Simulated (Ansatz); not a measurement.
## Platinum, fcc: convergence with the k-point mesh

Computed with Ansatz, PBE, scalar-relativistic PAW, on the relaxed cell (a = 3.972 Å; spin not included). Errors count from a run at 420 eV on a Γ-centred 22×22×22 mesh with Fermi-Dirac smearing of 0.1 eV, extrapolated to zero width. Fixed here: cutoff 420 eV, Fermi-Dirac width 0.1 eV. The SCF starts from atomic densities corrected by a trained network.

```csv
k-mesh,E(σ→0) error (meV/atom),P (GPa),SCF iterations
2×2×2,4369.4,59.78,6
4×4×4,-112.6,-1.91,6
5×5×5,290.5,4.83,6
8×8×8,18.5,-0.32,6
11×11×11,-6.3,-0.20,6
14×14×14,-5.1,-0.02,6
20×20×20,1.0,0.09,6
```

What does the run at 7×7×7 give (k-mesh)?

E(σ→0) error (meV/atom): 29.7; P (GPa): 1.34; SCF iterations: 6.

Within 5 meV/atom of the last row: from 20×20×20 on.
